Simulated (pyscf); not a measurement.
:HSi–PH₂ [singlet] + PH₃ → H₂P–SiH₂–PH₂ (insertion; singlet surface; H–P broken, P–Si, H–Si formed). PySCF, gas phase, ωB97X-D3(BJ)/def2-SVP geometries. Correlated levels are frozen-core, on RHF or UHF. ΔMP2 is the change of the MP2 total energy from the triple- to the quadruple-zeta basis. Energies in kJ/mol from the separated reactants.

```
level                             barrier  reaction energy
--------------------------------  -------  ---------------
ωB97X-D3(BJ)/def2-TZVP                5.8           -244.4
PBE/def2-TZVP                       -15.2           -209.8
B3LYP-D3(BJ)/def2-TZVP                6.1           -212.3
PBE0-D3(BJ)/def2-TZVP                 ___           -231.9
M06-2X/def2-TZVP                      9.4           -211.3
MP2/def2-QZVPP                       -2.6           -234.5
CCSD(T)/def2-TZVPP + ΔMP2(QZVPP)      ___              ___
```

Problem. Fill in the missing entries.

Solution. 
- PBE0-D3(BJ)/def2-TZVP, barrier: -13.6
- CCSD(T)/def2-TZVPP + ΔMP2(QZVPP), barrier: 12.7
- CCSD(T)/def2-TZVPP + ΔMP2(QZVPP), reaction energy: -216.0

Of the functionals in the table, M06-2X is closest to CCSD(T)/def2-TZVPP + ΔMP2(QZVPP) in the barrier (3.3 kJ/mol apart) and PBE least close (27.9 kJ/mol); that level has limits of its own. On the reactant side the descent ends in a complex, 18.6 kJ/mol under the separated species and 24.4 kJ/mol under the saddle at ωB97X-D3(BJ)/def2-TZVP. At PBE, PBE0-D3(BJ), MP2 the saddle lies under the separated reactants, which points to a path from their complex (located at ωB97X-D3(BJ) alone). :HSi–PH₂ [singlet] lies 47.9 kJ/mol over its isomer H₂Si=PH, and others may lie lower still (electronic energy, ωB97M-D3(BJ)). This is the saddle that the search found; another between the same sides may lie lower. The CCSD(T) − MP2 part came from Ansatz, without density fitting, on the same reference.
